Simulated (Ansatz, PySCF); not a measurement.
Species: C₄H₅, net charge 0, doublet state. It need not be the lowest isomer of its formula. 
Geometry from a B3LYP-D3(BJ)/def2-TZVP (Ansatz, a quantum-chemistry and plane-wave program) optimisation:
```
C
H 1 1.0917
H 1 1.0917 2 110.51
C 1 1.5310 2 114.80 3 -131.78
C 4 1.3243 1 90.43 2 -115.15
H 4 1.0784 5 136.65 1 180.00
C 5 1.5102 4 98.96 6 180.00
H 7 1.0894 5 115.96 4 114.41
H 7 1.0894 8 109.91 5 -133.96
```
Charge 0, spin multiplicity 2.

Total electronic energies in hartree. Correlated levels leave the core frozen unless marked. Open shells are spin-unrestricted. Spin-orbit coupling is left out. No relativistic terms. Basis-set limits of correlation are two-point, X^-3; Hartree-Fock from the larger set. The bracket is a focal-point correction in the basis named.

The UHF reference is spin-contaminated (<S^2> 0.18 over the pure value in the largest basis). 

```csv
level,program,energy (Eh)
HF/cc-pVDZ,Ansatz,-154.26601
HF/cc-pVTZ,Ansatz,-154.30554
HF-D3(BJ)/def2-TZVPD,PySCF + dftd3,-154.36108
RI-HF/cc-pVQZ,Ansatz,-154.31508
BLYP/def2-TZVPD,Ansatz,-155.26731
r2SCAN/def2-TZVPD,Ansatz,-155.24731
B97M-V/def2-TZVPD,Ansatz,-155.34721
B3LYP-D4/def2-TZVPD,Ansatz + dftd4,-155.35569
B3LYP/def2-TZVPD,Ansatz,-155.34700
PBE0/STO-3G,Ansatz,-153.22236
BHLYP-D4/def2-TZVPD,Ansatz + dftd4,-155.24811
BHLYP/def2-TZVPD,Ansatz,-155.24223
HSE06-D3(BJ)/def2-TZVPD,Ansatz + dftd3,-155.14603
CAM-B3LYP-D3(BJ)/def2-TZVPD,Ansatz + dftd3,(withheld)
B2PLYP-D4/def2-TZVPD,Ansatz + dftd4,-155.19574
MP2/cc-pVTZ,Ansatz,-154.91741
"RI-MP2/CBS(cc-pVTZ,cc-pVQZ)",Ansatz,-154.9944
CCSD/aug-cc-pVDZ,Ansatz,-154.83939
CCSD/cc-pVTZ,Ansatz,-154.95953
CCSD(T)/6-31G*,Ansatz,-154.79616
CCSD(T)/cc-pVDZ,Ansatz,-154.83831
CCSD(T)/cc-pVTZ,Ansatz,-154.99068
"RI-MP2/CBS(cc-pVTZ,cc-pVQZ)+[CCSD(T)-MP2]/cc-pVTZ",Ansatz,-155.0676
```

Problem. Complete the blanks.

Solution. 
- CAM-B3LYP-D3(BJ)/def2-TZVPD, energy (Eh): -155.25271
